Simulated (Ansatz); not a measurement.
# Down a group: vertical spin gaps of HAl–AsH$_{2}$, HGa–AsH$_{2}$

Ansatz 0.2.0, basis cc-pVDZ; geometries are PBE0/def2-TZVP minima. Wave-function levels freeze the cores with the filled d shells of p-block atoms; HF, MP2 and coupled cluster are restricted for singlets and unrestricted otherwise, restricted open-shell where a d shell is frozen. The reference is CCSDT(Q) (coupled cluster only where its series has nearly closed). An error is the level's value less the reference. None of these values is a measured one. Energies are electronic, without zero-point terms. No spin–orbit coupling and no scalar relativity. The set is small: such energies can lie up to about 0.3 eV from the limit, spin gaps mostly less, so near ties and functionals' places can change in larger sets. The species are chosen: bound, without strong static correlation by their natural occupations or amplitudes, in their lowest spin state as far as vertical gaps and like structures tell, and with a ladder that closes on the reference, so errors are smaller than for species at large; levels whose determinant breaks symmetry or spin markedly are left out.

```csv
species,bonds (Å),quantity,symmetry of the states,reference,value (kJ/mol),error HF,error MP2,error CCSD,error CCSD(T),error CCSDT
"HAl–AsH2, doublet","Al–As 2.457, Al–H 1.608, As–H 1.521/1.527, angles at As 88/93°, angles at Al 115°","quartet less doublet, vertical",A / A,CCSDT(Q),340.9,-26.6,8.5,0.3,0.8,-0.2
"HGa–AsH2, doublet","Ga–As 2.461, Ga–H 1.605, As–H 1.520/1.526, angles at As 89/93/94°, angles at Ga 117°","quartet less doublet, vertical",A / A,CCSDT(Q),341.0,-26.0,7.1,-0.2,0.4,-0.2
```

Al and Ga lie within 0.05 eV, too close for this set-up to order.
